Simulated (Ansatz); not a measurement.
# Al₂H (doublet): from Hartree-Fock to the top rungs, cc-pVTZ

How much of the correlation energy of Al₂H (doublet) does each wave-function method recover here?

Method: cc-pVTZ, core rule «outside noble gas», up to 10 orbitals frozen; program: Ansatz 0.2.0, Gaussian basis.

To be run: UHF; CCSD(T) on ROHF; CCSD(T) on UHF; BCCD(T) on ROHF; CCSDT(Q) on ROHF; CCSDT(Q) on UHF; CASSCF and MRCISD+Q, 7 electrons in 9 orbitals; CASSCF and NEVPT2, 7 electrons in 9 orbitals.

23 further runs of the same task are left out: 8 that didn't finish, 15 set aside as unsound or not needed.

### Step 1. What is computed

The geometry is a PBE0/def2-TZVP stationary point (not a proven minimum).

3 atoms, charge 0, spin multiplicity 2.

Atoms are counted from 1 here; the program's logs count them from 0.

Bond lengths: Al1–Al2 2.677 Å, Al1–H3 1.619 Å. Angles: Al2–Al1–H3 180.0°.

Coordinates:

```
atom   x (Å)   y (Å)    z (Å)
 Al1  0.0000  0.0000   0.3526
 Al2  0.0000  0.0000  -2.3244
  H3  0.0000  0.0000   1.9718
```

### Step 2. UHF

in.yaml reads:

```yaml
crystal:
  periodic: [false, false, false]
  atoms:
    - {symbol: Al, position_ang: [0.000000, 0.000000, 0.352569]}
    - {symbol: Al, position_ang: [0.000000, 0.000000, -2.324369]}
    - {symbol: H, position_ang: [0.000000, 0.000000, 1.971799]}
basis:
  gaussian: {orbitals: cc-pVTZ}
magnetization: {spin_polarized: true, initial_magnetization: 1}
hamiltonian: {xc: hf}
output: {orbitals: {seedname: orbitals}}
```

Launch:

```console
$ ansatz run in.yaml --threads 1 --pin off --events-out ev --progress --plain --max-ram 2393MiB
```

Further steps of the session: CCSD(T) on ROHF; CCSD(T) on UHF; BCCD(T) on ROHF; CCSDT(Q) on ROHF; CCSDT(Q) on UHF; CASSCF and MRCISD+Q, 7 electrons in 9 orbitals; CASSCF and NEVPT2, 7 electrons in 9 orbitals.

**Question.** What will the summary of the whole plan be? Wanted: UCCSDT(Q) below the RHF energy; RMP2 from UCCSDT(Q); UMP2 from UCCSDT(Q); RCCSD from UCCSDT(Q); RCCSD(T) from UCCSDT(Q); UCCSD(T) from UCCSDT(Q); RCCSDT(Q) from UCCSDT(Q); NEVPT2 valence from UCCSDT(Q); MRCISD+Q valence from UCCSDT(Q).

The runs gave:

| quantity | value |
| --- | --- |
| UCCSDT(Q) below the RHF energy | -4.2497 eV |
| RMP2 from UCCSDT(Q) | +1062.9 meV |
| UMP2 from UCCSDT(Q) | +1097.0 meV |
| RCCSD from UCCSDT(Q) | +229.8 meV |
| RCCSD(T) from UCCSDT(Q) | +53.9 meV |
| UCCSD(T) from UCCSDT(Q) | +55.3 meV |
| RCCSDT(Q) from UCCSDT(Q) | +0.3 meV |
| NEVPT2 valence from UCCSDT(Q) | +698.6 meV |
| MRCISD+Q valence from UCCSDT(Q) | +20.5 meV |
| levels within 1 kcal/mol (43 meV) | RCCSDT, UCCSDT, RCCSDT(Q), MRCISD+Q valence |
| T1 diagnostic | 0.024 |
| effectively unpaired electrons | 1.12 |

**Reading.** RCCSD(T) misses by +53.9 meV, 1.3 % of the correlation energy. One determinant dominates. Of the multireference levels listed MRCISD+Q valence comes nearest in total energy (+20.5 meV), which doesn't show that its space is the better one. Coupled cluster took another determinant than the lowest Hartree-Fock one. These misses are within one basis, not against nature; the frozen cores of restricted and unrestricted runs differ, which can shift their rows.
